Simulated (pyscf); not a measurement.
`[SnH2]` [singlet] + `[FH]` → `[F][SnH3]`, gas phase, singlet surface. Structures and frequencies: ωB97X-D3(BJ)/def2-SVP in PySCF. MP2 and CC: frozen core, UHF for open shells. ΔMP2 is the change of the MP2 total energy from the triple- to the quadruple-zeta basis. ΔG in kcal/mol from CCSD(T)/def2-TZVPP + ΔMP2(QZVPP) energies (ideal gas, 1 atm, RRHO with modes under 100 cm⁻¹ raised to 100, one conformer, R ln 2 for chiral ones without a mode under 150 cm⁻¹).

```json
[
 {"T (K)": "298", "ΔG": "-20.6"},
 {"T (K)": "600", "ΔG": "?"},
 {"T (K)": "900", "ΔG": "-0.6"},
 {"T (K)": "1200", "ΔG": "+9.0"}
]
```

Task: Fit a line to the three values, predict ΔG at 600 K, and estimate where the reaction turns unfavourable at 1 atm of each gas.

Result: Least squares gives ΔG = -30.4 + 32.9 × T/1000 K, so ΔS is about -138 J/(mol K) and ΔH about -30.4 kcal/mol over this range (ΔH at 298 K: -30.6). At 600 K the line gives -10.7; the computed value is -10.5. ΔG = 0 falls near 920 K; 1 kcal/mol in the energy moves that by 30 K. This is thermodynamics alone and says nothing of the barrier. The CCSD(T) − MP2 part came from Ansatz, without density fitting, on the same reference. The frozen core leaves the outer d or s,p core shells of the metals and heavy elements correlated in the MP2 and CC values, and def2-TZVPP describes them poorly, which can shift differences by a few kcal/mol. Elements past Kr carry the def2 core potentials, without spin-orbit coupling.
